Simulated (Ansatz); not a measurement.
## Sr: which structure is lowest?

Theory: Ansatz 0.2.0, DFT, PBEsol, plane waves (420 eV) with PAW, scalar-relativistic. (PAW data from PBE, frozen cores regenerated.)

Each structure is relaxed within its own symmetry, so a high-lying one may be dynamically unstable.

| structure | ΔE (meV/atom) | V (Å³/atom) | cell | magnetic state |
| --- | --- | --- | --- | --- |
| fcc | 0 | 52.23 | a = 5.934 Å | spin not included |
| dhcp | 3 | 52.30 | a = 4.195 Å, c = 13.728 Å (c/a = 3.272) | spin not included |
| bcc | 4 | 51.33 | a = 4.682 Å | spin not included |
| hcp | 5 | 52.42 | a = 4.196 Å, c = 6.876 Å (c/a = 1.639) | spin not included |
| A15 | 34 | 52.45 | a = 7.487 Å | spin not included |
| omega (AlB2-type) | 56 | 52.46 | a = 6.729 Å, c = 4.014 Å (c/a = 0.597) | spin not included |
| beta-Sn type | 258 | 52.32 | a = 7.296 Å, c = 3.931 Å (c/a = 0.539) | spin not included |
| simple cubic | 388 | 53.82 | a = 3.775 Å | spin not included |
| diamond | 1036 | 102.65 | a = 9.364 Å | spin not included |

ΔE counts from fcc.

Differences under about 8 meV lie within the error of the k-point mesh.
